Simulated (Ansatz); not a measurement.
**CH₄Si (triplet): the correlation ladder at distance C1–H5 along a hydrogen transfer = 1.466 Å, cc-pVDZ**

One table from this session's results is given with a row withheld; the runs are named, their logs left out.

Method: cc-pVDZ, core rule «outside noble gas», up to 6 orbitals frozen; program: Ansatz 0.2.0, Gaussian basis.

The runs, in order: UHF; CCSD(T) on ROHF; CCSD(T) on UHF; BCCD(T) on ROHF; CISD; CCSDT(Q) on ROHF; CCSDT(Q) on UHF; CASSCF and MRCISD+Q, 4 electrons in 4 orbitals; CASSCF and NEVPT2, 4 electrons in 4 orbitals.

7 further runs of the same task are left out: 1 for a mislabelled method, 4 that didn't finish, 2 set aside as unsound or not needed.

## The geometry

The geometry derives from fragments relaxed apart (PBE0/def2-TZVP) and kept rigid, so it is no stationary point. A hydrogen atom is moved between rigid fragments.

6 atoms, charge 0, spin multiplicity 3.

Atoms are counted from 1 here; the program's logs count them from 0.

Bond lengths: C1–H2 1.090 Å, C1–H3 1.090 Å, C1–H4 1.090 Å, H5–Si6 1.440 Å. Angles: H2–C1–H3 109.5°, H2–C1–H4 109.5°, H3–C1–H4 109.5°.

The first run:

File in.yaml:

```yaml
crystal:
  periodic: [false, false, false]
  atoms:
    - {symbol: C, position_ang: [-1.858138, 0.000000, 0.000000]}
    - {symbol: H, position_ang: [-2.221344, 1.027301, 0.000000]}
    - {symbol: H, position_ang: [-2.221344, -0.513650, 0.889668]}
    - {symbol: H, position_ang: [-2.221344, -0.513650, -0.889669]}
    - {symbol: H, position_ang: [-0.392138, 0.000000, 0.000000]}
    - {symbol: Si, position_ang: [1.047862, 0.000000, 0.000000]}
basis:
  gaussian: {orbitals: cc-pVDZ}
magnetization: {spin_polarized: true, initial_magnetization: 2}
hamiltonian: {xc: hf}
output: {orbitals: {seedname: orbitals}}
```

Command:

```
ansatz run in.yaml --threads 1 --pin off --events-out ev --progress --plain --max-ram 2393MiB
```

Among the steps run: UHF; CCSD(T) on ROHF; CCSD(T) on UHF; BCCD(T) on ROHF; CISD; CCSDT(Q) on ROHF; CCSDT(Q) on UHF; CASSCF and MRCISD+Q, 4 electrons in 4 orbitals; CASSCF and NEVPT2, 4 electrons in 4 orbitals.

One of the session's tables, all rows but one given; the rest of the session is left out.

| method | from UCCSDT(Q) (meV) |
| --- | --- |
| ROHF | +7661.2 |
| UHF | +7476.1 |
| RMP2 | +1431.6 |
| UMP2 | +1503.1 |
| CISD | +963.0 |
| RCCSD | +288.7 |
| UCCSD | +291.6 |
| RCCSD(T) | +49.4 |
| UCCSD(T) | +56.0 |
| BCCD(T) | +49.2 |
| RCCSDT | +13.6 |
| UCCSDT | +13.9 |
| RCCSDT(Q) | +1.1 |
| UCCSDT(Q) | 0 |
| CASSCF pair | +6941.1 |
| NEVPT2 pair | +1312.0 |
| MRCISD pair | ? |
| MRCISD+Q pair | +60.4 |

**Question.** Estimate the row for MRCISD pair.

The run gave: from UCCSDT(Q) (meV): +764.6. In the column «from UCCSDT(Q) (meV)» it lies between UCCSD (+291.6) and CISD (+963.0).

Among the levels timed on like hardware and quicker than the yardstick, those that no quicker one beats, quickest first: NEVPT2 pair (1.5 s, +1312.0 meV); MRCISD+Q pair (2 s, +60.4 meV); RCCSD(T) (5.5 s, +49.4 meV); BCCD(T) (6.5 s, +49.2 meV).

Limits of these values: Of the multireference levels listed MRCISD+Q pair comes nearest in total energy (+60.4 meV), which doesn't show that its space is the better one. Restricted and unrestricted rows rest on different reference determinants; where their highest levels disagree by more than a few hundredths of an eV, they describe different states and don't form one ladder.
